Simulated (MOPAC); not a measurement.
MOPAC input (PM3):

```
PM3 FORCE THERMO(298,298) PRECISE LET UHF MS=0.5 GEO-OK AUX(PRECISION=9) THREADS=1
H5Si2

Si    0.01213591 1    0.00002984 1    1.22778551 1
Si   -0.01004125 1    0.05977254 1   -1.14273929 1
H    -1.22241724 1   -0.53880840 1    1.84561887 1
H     1.23339690 1   -0.59332873 1    1.82166568 1
H    -0.03682774 1   -1.32872616 1   -1.67889873 1
H    -1.22057682 1    0.78927902 1   -1.60510645 1
H     1.21353931 1    0.75122834 1   -1.62861169 1
```

From the last part of the output:

```
     H    7   2.100524

          HEAT OF FORMATION =      45.075371 KCALS/MOLE

          ZERO POINT ENERGY      21.256 KCAL/MOL

           NORMAL COORDINATE ANALYSIS (Total motion = 1 Angstrom)

   Root No.       1         2         3         4         5         6         7         8

                 1 A"      2 A"      1 A'      2 A'      3 A'      3 A"      4 A'      5 A'

                  66.2     335.8     352.6     396.7     497.6     531.1     722.0     808.5

           1   -0.0000   -0.0000    0.0074    0.1482   -0.0064   -0.0000   -0.0029   -0.0191
           2   -0.0076   -0.0063    0.0020    0.0011   -0.0118    0.0208    0.0021    0.0042
           3   -0.0034   -0.0029   -0.0044   -0.0025    0.0265    0.0093   -0.0046   -0.0093
           4   -0.0000   -0.0000    0.0009   -0.1408   -0.0067   -0.0000   -0.0270    0.0083
           5    0.0023   -0.0080    0.0062   -0.0005    0.0085   -0.0240   -0.0005    0.0012
           6    0.0010   -0.0035   -0.0139    0.0010   -0.0191   -0.0107    0.0012   -0.0028
           7   -0.0147    0.2116   -0.1130    0.1223    0.1563   -0.2058    0.0464    0.2584
           8   -0.0144    0.0935   -0.0553   -0.0134    0.0676   -0.0776    0.0204    0.1164
           9    0.2516    0.0191    0.1373    0.0398   -0.1984    0.0075    0.0754    0.2345
          10    0.0147   -0.2115   -0.1131    0.1223    0.1562    0.2059    0.0464    0.2584
          11    0.1782    0.0765   -0.0656   -0.0208    0.1033   -0.0460   -0.0694   -0.2526
          12   -0.1781    0.0570    0.1327    0.0365   -0.1824   -0.0631    0.0345    0.0692
          13   -0.0000    0.0000    0.2653   -0.1730    0.2100    0.0001    0.2371   -0.0609
          14   -0.1548    0.0715   -0.0339    0.0047   -0.0246    0.0850   -0.0344    0.0096
          15   -0.0694    0.0321    0.0755   -0.0104    0.0549    0.0382    0.0776   -0.0218
          16    0.0147   -0.2028   -0.1352   -0.1387   -0.0776   -0.1955    0.2520   -0.0778
          17    0.1247    0.0854   -0.0404    0.0111   -0.0437    0.0729   -0.0462    0.0008
          18   -0.0948    0.0197    0.0810   -0.0098    0.0528    0.0088   -0.0753    0.0321
          19   -0.0147    0.2028   -0.1352   -0.1387   -0.0776    0.1954    0.2520   -0.0778
          20    0.0122    0.0715   -0.0337   -0.0001   -0.0104    0.0550    0.0869   -0.0245
          21    0.1562    0.0507    0.0840   -0.0148    0.0676    0.0487   -0.0163    0.0209

   Root No.       9        10        11        12        13        14        15

                 4 A"      6 A'      5 A"      7 A'      8 A'      6 A"      9 A'

                 865.9     866.7    1857.2    1870.8    1890.2    1893.9    1913.7

           1    0.0000    0.0018   -0.0000    0.0140    0.0000    0.0000   -0.0002
           2   -0.0024    0.0007   -0.0259   -0.0048    0.0001   -0.0002    0.0000
           3   -0.0011   -0.0016   -0.0116    0.0108   -0.0003   -0.0000   -0.0002
           4    0.0000   -0.0010   -0.0000   -0.0000    0.0010   -0.0000    0.0106
           5   -0.0153    0.0076   -0.0003   -0.0000    0.0100   -0.0245   -0.0008
           6   -0.0069   -0.0169   -0.0001    0.0001   -0.0221   -0.0110    0.0017
           7    0.0154   -0.0176   -0.2077   -0.1925    0.0002    0.0007    0.0020
           8    0.0049   -0.0079    0.4380    0.4419   -0.0016   -0.0004   -0.0052
           9    0.0023    0.0012   -0.0000    0.0160    0.0005    0.0001    0.0013
          10   -0.0155   -0.0176    0.2077   -0.1925    0.0003   -0.0008    0.0021
          11    0.0050    0.0043    0.2913   -0.3059    0.0008   -0.0002    0.0042
          12    0.0022    0.0066    0.3270   -0.3193    0.0013   -0.0003    0.0031
          13   -0.0002   -0.1596    0.0000   -0.0027   -0.1772   -0.0000   -0.0871
          14    0.3804    0.0239    0.0001   -0.0027   -0.2046   -0.0161   -0.1111
          15    0.1705   -0.0542    0.0000    0.0060    0.4567   -0.0073    0.2509
          16    0.1523    0.0873   -0.0007   -0.0012    0.0742    0.1576   -0.1044
          17    0.1375   -0.3215    0.0004   -0.0028    0.1334    0.2575   -0.1947
          18   -0.1681    0.1935    0.0004   -0.0040    0.1594    0.3691   -0.2647
          19   -0.1521    0.0876    0.0007   -0.0012    0.0743   -0.1575   -0.1043
          20   -0.0338    0.0695    0.0006    0.0049   -0.2077    0.4468    0.3270
          21    0.2151    0.3683    0.0000   -0.0007    0.0062   -0.0534   -0.0332

           MASS-WEIGHTED COORDINATE ANALYSIS (NORMAL COORDINATES)

   Root No.       1         2         3         4         5         6         7         8

                 1 A"      2 A"      1 A'      2 A'      3 A'      3 A"      4 A'      5 A'

                  66.2     335.8     352.6     396.7     497.6     531.1     722.0     808.5

           1   -0.0000   -0.0000    0.0858    0.6949   -0.0689   -0.0000   -0.0308   -0.1824
           2   -0.0876   -0.0721    0.0232    0.0053   -0.1266    0.2304    0.0221    0.0398
           3   -0.0392   -0.0328   -0.0506   -0.0119    0.2832    0.1028   -0.0496   -0.0886
           4   -0.0000   -0.0000    0.0101   -0.6603   -0.0720   -0.0000   -0.2891    0.0793
           5    0.0270   -0.0907    0.0718   -0.0022    0.0913   -0.2659   -0.0057    0.0118
           6    0.0121   -0.0402   -0.1613    0.0049   -0.2044   -0.1188    0.0127   -0.0264
           7   -0.0323    0.4564   -0.2476    0.1087    0.3164   -0.4326    0.0940    0.4685
           8   -0.0316    0.2018   -0.1211   -0.0119    0.1368   -0.1632    0.0413    0.2110
           9    0.5519    0.0411    0.3008    0.0354   -0.4016    0.0159    0.1528    0.4250
          10    0.0323   -0.4563   -0.2479    0.1087    0.3163    0.4327    0.0940    0.4685
          11    0.3910    0.1651   -0.1437   -0.0185    0.2091   -0.0966   -0.1406   -0.4579
          12   -0.3908    0.1230    0.2907    0.0324   -0.3693   -0.1326    0.0699    0.1255
          13   -0.0000    0.0000    0.5814   -0.1537    0.4252    0.0001    0.4801   -0.1105
          14   -0.3395    0.1543   -0.0743    0.0041   -0.0498    0.1787   -0.0696    0.0175
          15   -0.1522    0.0693    0.1654   -0.0092    0.1111    0.0803    0.1571   -0.0395
          16    0.0322   -0.4374   -0.2962   -0.1232   -0.1571   -0.4108    0.5103   -0.1410
          17    0.2735    0.1841   -0.0885    0.0099   -0.0884    0.1532   -0.0936    0.0015
          18   -0.2080    0.0425    0.1776   -0.0087    0.1068    0.0184   -0.1524    0.0582
          19   -0.0321    0.4374   -0.2963   -0.1232   -0.1572    0.4107    0.5103   -0.1410
          20    0.0267    0.1541   -0.0739   -0.0001   -0.0211    0.1155    0.1759   -0.0444
          21    0.3426    0.1094    0.1842   -0.0132    0.1369    0.1023   -0.0329    0.0379

   Root No.       9        10        11        12        13        14        15

                 4 A"      6 A'      5 A"      7 A'      8 A'      6 A"      9 A'

                 865.9     866.7    1857.2    1870.8    1890.2    1893.9    1913.7

           1    0.0000    0.0160   -0.0000    0.1073    0.0004    0.0000   -0.0016
           2   -0.0227    0.0064   -0.1951   -0.0370    0.0007   -0.0014    0.0003
           3   -0.0099   -0.0149   -0.0875    0.0826   -0.0021   -0.0004   -0.0015
           4    0.0000   -0.0095   -0.0000   -0.0001    0.0081   -0.0000    0.0987
           5   -0.1419    0.0693   -0.0020   -0.0002    0.0836   -0.1875   -0.0070
           6   -0.0641   -0.1536   -0.0009    0.0004   -0.1858   -0.0844    0.0156
           7    0.0271   -0.0304   -0.2959   -0.2794    0.0003    0.0011    0.0035
           8    0.0087   -0.0136    0.6241    0.6414   -0.0025   -0.0006   -0.0092
           9    0.0041    0.0020   -0.0000    0.0233    0.0007    0.0002    0.0024
          10   -0.0272   -0.0303    0.2959   -0.2794    0.0004   -0.0011    0.0036
          11    0.0088    0.0074    0.4152   -0.4440    0.0013   -0.0003    0.0074
          12    0.0039    0.0114    0.4660   -0.4635    0.0021   -0.0005    0.0055
          13   -0.0003   -0.2753    0.0000   -0.0039   -0.2817   -0.0000   -0.1530
          14    0.6691    0.0412    0.0001   -0.0039   -0.3252   -0.0233   -0.1951
          15    0.2998   -0.0934    0.0001    0.0087    0.7261   -0.0105    0.4407
          16    0.2679    0.1505   -0.0010   -0.0017    0.1180    0.2287   -0.1833
          17    0.2419   -0.5545    0.0006   -0.0040    0.2120    0.3736   -0.3421
          18   -0.2956    0.3339    0.0006   -0.0059    0.2533    0.5355   -0.4650
          19   -0.2676    0.1512    0.0010   -0.0017    0.1181   -0.2285   -0.1833
          20   -0.0595    0.1199    0.0008    0.0070   -0.3302    0.6482    0.5746
          21    0.3783    0.6354    0.0000   -0.0010    0.0099   -0.0774   -0.0584

          DESCRIPTION OF VIBRATIONS

 VIBRATION          1    1A"         ATOM PAIR     ENERGY CONTRIBUTION    RADIAL
 FREQUENCY            66.15         Si2 -- H 5         +22.6% (370.6%)      0.0%
 TRANSITION DIPOLE   0.0559         Si1 -- H 4         +19.2% (342.2%)      1.2%
 TRAVEL (Ang.)       0.0000         Si1 -- H 3         +19.2% (342.2%)      1.2%
 REDUCED MASS        0.2398         Si2 -- H 6         +19.1% (341.4%)      0.3%
 EFFECTIVE MASS      8.8879         Si2 -- H 7         +19.1% (341.4%)      0.5%
 FORCE CONSTANT      0.0006

 VIBRATION          2    2A"         ATOM PAIR     ENERGY CONTRIBUTION    RADIAL
 FREQUENCY           335.82         Si1 -- H 3         +24.0% ( 86.7%)      1.2%
 TRANSITION DIPOLE   0.1259         Si1 -- H 4         +24.0% ( 86.7%)      1.2%
 TRAVEL (Ang.)       0.9240         Si2 -- H 6         +23.2% ( 85.1%)      1.9%
 REDUCED MASS        0.2352         Si2 -- H 7         +23.2% ( 85.1%)      1.8%
 EFFECTIVE MASS      1.6105
 FORCE CONSTANT      0.0156

 VIBRATION          3    1A'         ATOM PAIR     ENERGY CONTRIBUTION    RADIAL
 FREQUENCY           352.58         Si2 -- H 5         +40.0% ( 95.8%)      4.6%
 TRANSITION DIPOLE   0.1684         Si2 -- H 7         +19.9% ( 67.6%)      2.1%
 TRAVEL (Ang.)       0.8614         Si2 -- H 6         +19.9% ( 67.6%)      1.9%
 REDUCED MASS        0.2577         Si1 -- H 4          +9.0% ( 45.6%)      0.0%
 EFFECTIVE MASS      2.2718
 FORCE CONSTANT      0.0189

 VIBRATION          4    2A'         ATOM PAIR     ENERGY CONTRIBUTION    RADIAL
 FREQUENCY           396.66         Si1 -- Si2         +42.9% (114.0%)    100.0%
```
